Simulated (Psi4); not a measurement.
# Cl2 (chlorine), step by step, part 2 of 2

Psi4 1.11.

### 3 The harmonic vibrations at SVWN-RPA/def2-SVP (run 2)

The input, cl2.xyz:

```xyz
2
Cl2
Cl     0.861821    -0.286971     0.441870
Cl    -0.861821     0.286971    -0.441870
```

The input, cl2.py:

```python
import psi4

psi4.set_memory('1600 MB')
psi4.set_num_threads(1)
psi4.core.set_output_file('psi4.out', False)

with open('cl2.xyz') as f:
    atoms = ''.join(f.readlines()[2:])
mol = psi4.geometry('0 1\n' + atoms + 'symmetry c1')

options = {'basis': 'def2-SVP', 't': 400.0, 'rotational_symmetry_number': 2, 'scf_type': 'pk'}
psi4.set_options(options)

e_tot, wfn = psi4.frequencies("svwn", molecule=mol, return_wfn=True)
print(f'svwn energy: {e_tot:.10f} Eh')
print('wavenumbers / cm^-1:', wfn.frequencies().np.round(1))
for k in ('ZPVE', 'ENTHALPY', 'GIBBS FREE ENERGY'):
    print(f'{k}: {psi4.variable(k):.8f} Eh')
```

On the command line:

```bash
$ python cl2.py
```

psi4.out, shortened:

```text
[...]
  Running in c1 symmetry.
[...]
  Nuclear repulsion =   75.700227724915422
[...]
  Multiplicity = 1
[...]
  Nalpha       = 17
  Nbeta        = 17
[...]
    Number of basis functions: 36
[...]
   @RKS iter   1:  -917.77170502028343   -2.60328e-02   4.88394e-03 DIIS/ADIIS
[...]
  -Total Gradient:
     Atom            X                  Y                   Z
    ------   -----------------  -----------------  -----------------
       1       -0.000062219448     0.000000000000    -0.000000000000
       2        0.000062219448    -0.000000000000     0.000000000000
[...]
   @RKS iter   7:  -917.78608889395821   -6.82121e-13   5.91753e-10 DIIS
[...]
  @RKS Final Energy:  -917.78608889395821
   => Energetics <=
    Nuclear Repulsion Energy =             75.7002277249154218
    One-Electron Energy =               -1420.4778602711412532
    Two-Electron Energy =                 481.1547688475844780
    DFT Exchange-Correlation Energy =     -54.1632251953169259
    Empirical Dispersion Energy =           0.0000000000000000
    VV10 Nonlocal Energy =                  0.0000000000000000
    Total Energy =                       -917.7860888939582082
[...]
 Multipole Moments:
 ------------------------------------------------------------------------------------
     Multipole            Electronic (a.u.)      Nuclear  (a.u.)        Total (a.u.)
 ------------------------------------------------------------------------------------
 L = 1.  Multiply by 2.5417464519 to convert [e a0] to [Debye]
 Dipole X            :         -0.0000000            0.0000000           -0.0000000
 Dipole Y            :          0.0000000            0.0000000            0.0000000
 Dipole Z            :         -0.0000000            0.0000000           -0.0000000
 Magnitude           :                                                    0.0000000
[...]
  ==> Harmonic Vibrational Analysis <==
[...]
  Freq [cm^-1]                 488.7686
[...]
  IR activ [km/mol]             0.0000
[...]
  Total E_0, Enthalpy at 0 [K]                                                         -917.78497540 [Eh]
[...]
  Total H, Enthalpy at  400.00 [K]                                                     -917.78007803 [Eh]
[...]
  Total G, Gibbs energy at  400.00 [K]                                                 -917.81569581 [Eh]
[...]
```

The script printed:

```text
Warning: used thermodynamics relations inappropriate for low-frequency modes: ['488.7686']
svwn energy: -917.7860888940 Eh
wavenumbers / cm^-1: [488.8]
ZPVE: 0.00111350 Eh
ENTHALPY: -917.78007803 Eh
GIBBS FREE ENERGY: -917.81569581 Eh
```

Run time: 8.7 s. Hardware: 1 thread of Intel Xeon Platinum 8259CL at 2.50GHz (Skylake/Cascade Lake), shared host; peak memory 0.24 GiB.

### 4 A single-point energy at MP2-F12/cc-pVDZ-F12 (density fitting, density fitting for correlation) (run 3)

The input, job.inp:

```
memory 1.6 GB

molecule {
  Cl     0.861821    -0.286971     0.441870
  Cl    -0.861821     0.286971    -0.441870
  units angstrom
}

set {
  basis cc-pVDZ-F12
  reference rhf
  freeze_core true
}

energy('mp2-f12')
```

On the command line:

```bash
$ psi4 -n 1 job.inp job.out
```

job.out, shortened:

```text
[...]
  Running in d2h symmetry.
[...]
  Nuclear repulsion =   75.700227724915450
[...]
  Multiplicity = 1
[...]
  Nalpha       = 17
  Nbeta        = 17
[...]
    Number of basis functions: 78
[...]
   @DF-RHF iter   1:  -918.97963874128857   -1.99282e-01   6.88921e-03 ADIIS/DIIS
[...]
   @DF-RHF iter   9:  -918.99453201474478   -1.59162e-12   8.16785e-09 DIIS
[...]
    Orbital Energies [Eh]
    ---------------------
    Doubly Occupied:
       1Ag  -104.901259     1B3u -104.901257     2Ag   -10.622720
       2B3u  -10.622566     3Ag    -8.090385     3B3u   -8.090157
       1B2u   -8.086062     1B1u   -8.086062     1B1g   -8.086056
       1B2g   -8.086056     4Ag    -1.212421     4B3u   -1.020098
       5Ag    -0.594791     2B2u   -0.565593     2B1u   -0.565593
       2B1g   -0.447336     2B2g   -0.447336
[...]
  @DF-RHF Final Energy:  -918.99453201474478
   => Energetics <=
    Nuclear Repulsion Energy =             75.7002277249154503
    One-Electron Energy =               -1420.5380249882809949
    Two-Electron Energy =                 425.8432652486206393
    Total Energy =                       -918.9945320147448911
[...]
 Multipole Moments:
 ------------------------------------------------------------------------------------
     Multipole            Electronic (a.u.)      Nuclear  (a.u.)        Total (a.u.)
 ------------------------------------------------------------------------------------
 L = 1.  Multiply by 2.5417464519 to convert [e a0] to [Debye]
 Dipole X            :          0.0000000            0.0000000            0.0000000
 Dipole Y            :          0.0000000            0.0000000            0.0000000
 Dipole Z            :          0.0000000            0.0000000            0.0000000
 Magnitude           :                                                    0.0000000
[...]
```

Wall time 27 s (1 thread of Intel Xeon Platinum 8259CL at 2.50GHz (Skylake/Cascade Lake), shared host); peak memory 0.66 GiB.

### 5 Results

What follows sums up all 2 parts.

```
                                                                        quantity             value
                               run 1, SVWN-RPA/def2-SVP: total energy at the end     -917.78613 Eh
                                         run 1, SVWN-RPA/def2-SVP: dipole moment            0.00 D
                                           run 1, SVWN-RPA/def2-SVP: HOMO energy          -7.58 eV
                                           run 1, SVWN-RPA/def2-SVP: LUMO energy          -4.83 eV
                                         run 1, SVWN-RPA/def2-SVP: HOMO–LUMO gap           2.76 eV
                                           run 1, SVWN-RPA/def2-SVP: bond length           2.020 Å
                                          run 2, SVWN-RPA/def2-SVP: total energy     -917.78609 Eh
                                   run 2, SVWN-RPA/def2-SVP: harmonic wavenumber          489 cm⁻¹
                                     run 2, SVWN-RPA/def2-SVP: zero-point energy        2.9 kJ/mol
run 2, SVWN-RPA/def2-SVP: ideal-gas entropy at 400 K (symmetry number 2 as used)  55.9 cal/(mol K)
                                        run 3, MP2-F12/cc-pVDZ-F12: total energy     -919.44660 Eh
                 run 3, MP2-F12/cc-pVDZ-F12: HOMO energy (Hartree–Fock orbitals)         -12.17 eV
                 run 3, MP2-F12/cc-pVDZ-F12: LUMO energy (Hartree–Fock orbitals)           0.38 eV
               run 3, MP2-F12/cc-pVDZ-F12: HOMO–LUMO gap (Hartree–Fock orbitals)          12.55 eV
        run 3, MP2-F12/cc-pVDZ-F12: correlation energy (10 core orbitals frozen)        -442.9 mEh
```

The optimisation (run 1, SVWN-RPA/def2-SVP) took 4 steps and changed the energy by -0.013 eV. The one mode (run 2, SVWN-RPA/def2-SVP) is real, so the shape is a minimum at this level. At SVWN-RPA/def2-SVP: Experiment gives 560 cm⁻¹ for the harmonic wavenumber (Huber and Herzberg, Constants of Diatomic Molecules), so the computed value is 71 cm⁻¹ (13 %) too low.
